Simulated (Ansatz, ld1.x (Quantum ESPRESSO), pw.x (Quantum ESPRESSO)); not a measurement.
# pw.x on sc Si: one setting changed

Potential: norm-conserving Troullier–Martins (Kleinman–Bylander form), ld1.x (Quantum ESPRESSO) 7.5, LDA (PW92); core [Ne], reference 3s2 3p2; waves: 3s (bound): rc 1.30 bohr; 3p (bound): rc 2.10 bohr; 3d channel at -0.05 Ry: rc 2.15 bohr; local part: the d channel; core correction: Bessel-smoothed model core inside 0.95 bohr.

The reference run (k-mesh 13³, cutoffs 110/440 Ry, Fermi–Dirac 0.01 Ry, mixing_beta 0.4, conv_thr 1e-9, no spin) gives -0.64 GPa at 15.704 Å³/atom, where all-electron LAPW gives 0.11 GPa. This run, with its own iteration cap, changes smearing to mp.

```
&control
  calculation='scf', prefix='x', pseudo_dir='./', outdir='./tmp', tstress=.true., disk_io='none'
/
&system
  ibrav=0, nat=1, ntyp=1, ecutwfc=110, ecutrho=440, nbnd=9,
  occupations='smearing', smearing='mp', degauss=0.01
/
&electrons
  conv_thr=1e-09, mixing_beta=0.4, electron_maxstep=60
/
ATOMIC_SPECIES
Si 1.0 Si.UPF
CELL_PARAMETERS angstrom
  2.50420625 0.00000000 0.00000000
  0.00000000 2.50420625 0.00000000
  0.00000000 0.00000000 2.50420625
ATOMIC_POSITIONS crystal
Si 0.0000 0.0000 0.0000
K_POINTS automatic
13 13 13 0 0 0
```

```bash
pw.x < Si.scf.in > Si.scf.out
```

Q: How does the run end?

A: It converges in 6 iterations; the free energy moves by +12.5 meV/atom and the pressure by +0.00 GPa. This scheme is built to cancel the term in the square of the width that Fermi–Dirac smearing leaves in the F of a metal.

```
Message from routine setup:
     using ibrav=0 with symmetry is DISCOURAGED, use correct ibrav instead
     lattice parameter (alat)  =       4.7323  a.u.
     unit-cell volume          =     105.9758 (a.u.)^3
     number of electrons       =         4.00
     number of Kohn-Sham states=            9
     kinetic-energy cutoff     =     110.0000  Ry
     charge density cutoff     =     440.0000  Ry
     scf convergence threshold =      1.0E-09
     Exchange-correlation= PW
     number of k points=    84  Methfessel-Paxton smearing, width (Ry)=  0.0100
     iteration #  1     ecut=   110.00 Ry     beta= 0.40
     total energy              =     -19.28705209 Ry
     estimated scf accuracy    <       0.00407975 Ry
     iteration #  2     ecut=   110.00 Ry     beta= 0.40
     total energy              =     -19.28679227 Ry
     estimated scf accuracy    <       0.00141174 Ry
     iteration #  3     ecut=   110.00 Ry     beta= 0.40
     total energy              =     -19.28682103 Ry
     estimated scf accuracy    <       0.00000594 Ry
     iteration #  4     ecut=   110.00 Ry     beta= 0.40
     total energy              =     -19.28682462 Ry
     estimated scf accuracy    <       0.00000007 Ry
     iteration #  5     ecut=   110.00 Ry     beta= 0.40
     total energy              =     -19.28682465 Ry
     estimated scf accuracy    <       0.00000002 Ry
     iteration #  6     ecut=   110.00 Ry     beta= 0.40
     the Fermi energy is     9.0377 ev
!    total energy              =     -19.28682465 Ry
     estimated scf accuracy    <          7.6E-10 Ry
     smearing contrib. (-TS)   =       0.00008787 Ry
     The total energy is F=E-TS. E is the sum of the following terms:
     one-electron contribution =       4.24312287 Ry
     hartree contribution      =       0.12858382 Ry
     xc contribution           =     -14.06558722 Ry
     ewald contribution        =      -9.59303199 Ry
     convergence has been achieved in   6 iterations
          total   stress  (Ry/bohr**3)                   (kbar)     P=       -6.38
     Message from routine punch:
     Nothing written, as per user request (disk_io='none')
```

The run took about 8.2 s on one core of a shared server CPU.
